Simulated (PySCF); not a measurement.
## Electronic absorption of B(PH3)H3

Species: B(PH3)H3.
Bonds: B1–P2. Hydrogens: H6, H7, H8 on B1; H3, H4, H5 on P2.

Level of theory: PySCF, TDDFT wB97X-D/def2-SVPD, vertical, gas phase, core orbitals frozen in the response. Geometry: PBE0-D3(BJ)/def2-SVP; no solvent, vibrations or thermal averaging.

```csv
state,E (eV),λ (nm),ν̃ (cm⁻¹),f,|μ| (D),symmetry,"main configurations (H = HOMO, L = LUMO)"
S1,8.04,154.2,64840,0.017,0.75,E,H-1/H→L (≥86%)
S2,8.04,154.2,64850,0.017,0.75,E,H-1/H→L (≥87%)
S3,8.08,153.4,65180,0.0000,0.01,–,H-1/H→L+1/L+2 (≥82%)
S4,8.11,152.9,65400,0.0016,0.23,–,"H-1/H→L+1/L+2 (≥71%), H-2→L+1/L+2 (≥14%)"
S5,8.11,152.8,65430,0.0016,0.23,–,"H-1/H→L+1/L+2 (≥72%), H-2→L+1/L+2 (≥13%)"
S6,8.23,150.6,66400,0.0018,0.24,–,"H-2→L (58%), H-1/H→L+1/L+2 (≥22%)"
S7,8.33,148.8,67190,0.047,1.23,E,H-2→L+1/L+2 (≥74%)
S8,8.33,148.8,67200,0.047,1.23,E,H-2→L+1/L+2 (≥74%)
S9,8.55,145.1,68930,0.045,1.18,A1,"H-2→L (37%), H-2→L+3 (14%), H-1/H→L+1/L+2 (≥13%)"
```

Triplets, Tamm–Dancoff:

| state | E (eV) | λ (nm) | main configurations (H = HOMO, L = LUMO) |
| --- | --- | --- | --- |
| T1 | 7.54 | 164.3 | H-2→L+1/L+2 (≥82%) |
| T2 | 7.55 | 164.3 | H-2→L+1/L+2 (≥81%) |
| T3 | 7.64 | 162.3 | H-1/H→L+1/L+2 (≥72%) |

The lowest singlet level (S1/S2) comes at 154 nm (776 kJ/mol) in the vacuum ultraviolet; it is of moderate strength. The strongest level in the table is S7/S8 at 8.33 eV (149 nm, f = 0.095 summed). S1/S2, S4/S5 and S7/S8 lie within about 0.01 eV of each other in each set; the point group C3v has degenerate representations, and within a degenerate level the listed configurations can mix freely. Löwdin shares by element: HOMO (one of a set within 0.03 eV) boron 42%, hydrogen 37% or more, phosphorus 9%; LUMO phosphorus 30%, boron 27%, hydrogen 25% or more (atoms not listed hold the other 19%). Weighted by f, the mean energy of these states is 8.32 eV. The oscillator strengths of these states sum to 0.180; summed over the whole spectrum of an exact calculation they would give the number of electrons, 26 (Thomas–Reiche–Kuhn). The listed states span 0.51 eV, and the widest gap between neighbours is 0.21 eV (S8 to S9). Symmetry labels in C3v follow from the direction of the transition dipole and are given only for states with f of 0.002 or more. Orbitals of the list HOMO-3 to LUMO+2 that lie within 0.01 eV of each other are written together with a slash and their weights summed (≥ marks a lower bound); for degenerate orbitals outside that list single weights are arbitrary. Singlets were solved by full linear response, triplets in the Tamm–Dancoff approximation. The highest level found (8.60 eV, f 0.037 so far) is left out, since the window may have cut off a degenerate partner.

The run took 4.2 s of wall time on one thread of an Arm Neoverse V1, shared host.
